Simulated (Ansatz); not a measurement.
# Relaxing Zr2F3

Computed with DFT PBE, scalar-relativistic, plane waves, PAW in Ansatz.

The start puts Zr2F3 on the sites of a reported Ga3Ni2 cell (P-3m1, No. 164), with Zr in place of Ni, F in place of Ga, at a guessed volume.

Input of the last, converged step (default PAW datasets):

```yaml
crystal:
  lattice:
    - [4.1181143645, 0.0, 0.0]
    - [-2.0590571822, 3.5663916553, 0.0]
    - [0.0, 0.0, 4.8337471194]
  atoms:
    - { symbol: Zr, position: [0.3333333333, 0.6666666667, 0.1797761932] }
    - { symbol: Zr, position: [0.6666666667, 0.3333333333, 0.8202238068] }
    - { symbol: F, position: [0.0, 0.0, 0.0] }
    - { symbol: F, position: [0.3333333333, 0.6666666667, 0.6800428493] }
    - { symbol: F, position: [0.6666666667, 0.3333333333, 0.3199571507] }
basis:
  ecutwfc: 420
kpoints:
  mp_grid: { grid: [12, 12, 8] }
hamiltonian:
  xc: pbe
scf:
  occupations: { method: gaussian, width: 0.1 }
output:
  forces: true
  stress: true
  eigenvalues: true
relax:
  adjacent_minimum: "off"
  f_tol: 0.01
  max_steps: 80
  cell: { stress_tol: 0.05 }
```

Launched as:

```bash
ansatz run input.yaml --threads 1 --pin off --max-ram 2560MiB --backend cpu --events-out ev --progress --plain --runs-dir out
```

The run took 100 s on 1 thread of Arm Neoverse V1, with other jobs on the host, peak memory 0.46 GiB.

The program printed at the end:

```
SCF converged after 5 iterations
Free energy (F): -10793.785494 eV
Harris-Foulkes:  -10793.785494 eV  (|F-HF|=1.09e-11)
Internal energy: -10793.768759 eV  (E = F + TS)
E sigma→0 (E₀):  -10793.777127 eV
Entropy (-TS):   -0.016735 eV (-3.347 meV/atom)
Fermi energy:    13.396927 eV
--- Per-component energies (eV) ---
  E_band       = -263.414459
  E_kinetic    = 1290.556798
  E_local      = -2983.807350  (includes V_loc(G=0)·N_el)
  E_nonlocal   = 384.162537
  E_hartree    = 1046.889307
  E_xc         = -562.607071
  E_vxc        = -688.761417  (∫ρ·V_xc dr)
  E_paw        = -6510.192246  (= ΣΔE_a)
  E_vpaw       = -359.349712  (= ΣTr[D̂ρ^β])
  E_aug_tail   = 0.006233  (compensation charges beyond the density's cutoff)
  E_ewald      = -3458.776968
  E_smearing   = -0.016735  (= −TS)
  E_closure    =  0.000000  (closes the sum)
  Σ components = -10793.785494   (vs F -10793.785494, Δ=0.00e0)
--- Forces (eV/Å), atoms counted from 1 ---
  atom   1  Zr     0.00000000     0.00000000     0.00261399
  atom   2  Zr     0.00000000     0.00000000    -0.00261399
  atom   3  F      0.00000000     0.00000000     0.00000000
  atom   4  F      0.00000000     0.00000000     0.00056264
  atom   5  F      0.00000000     0.00000000    -0.00056264
  max |Σ_I F_I| component: 8.10e-18 eV/Å
--- Stress (GPa, compression-positive) ---
       -0.014728       0.000000       0.000000
        0.000000      -0.014728       0.000000
        0.000000       0.000000      -0.006980
  P = ⅓ Tr σ = -0.0121 GPa (-0.121 kbar)
--- Relaxed structure (5 steps of the walk, 5 accepted, 2 SCFs on fresh bases) ---
  F+E_penalty+E_count = -10793.78549398 eV   max|allowed force component| = 2.614e-3 eV/Å   (the final SCF, on the basis selected at the relaxed cell)
  cell:  # Å, volume = 70.8188 Å³
    - [4.117832, 0.000000, 0.000000]
    - [-2.058916, 3.566147, 0.000000]
    - [0.000000, 0.000000, 4.822592]
  atoms:
    - { symbol: Zr, position: [0.333333, 0.666667, 0.179682] }
    - { symbol: Zr, position: [0.666667, 0.333333, 0.820318] }
    - { symbol: F, position: [0.000000, 0.000000, 0.000000] }
    - { symbol: F, position: [0.333333, 0.666667, 0.679299] }
    - { symbol: F, position: [0.666667, 0.333333, 0.320701] }
```

Absolute energies hang on the potentials; compare differences alone.

The result has space group P-3m1 (No. 164). Zr has 8 F at 2.41–2.53 Å and 3 Zr at 2.94 Å; around F on Wyckoff site a (1 atom of the primitive cell) lie 6 Zr at 2.53 Å and 6 F at 2.84 Å; F on Wyckoff site d (2 atoms of the primitive cell) has 5 Zr at 2.41–2.47 Å and 6 F at 2.84–2.94 Å.

Against the elements it lies at -1.87 eV/atom. Energies over the elements count from the elements' standard structures at the same level (F₂ as a molecule), with no empirical corrections.

The k mesh leaves about 4 meV/atom of noise in metals.

A structure relaxed within its symmetry needn't be a true minimum.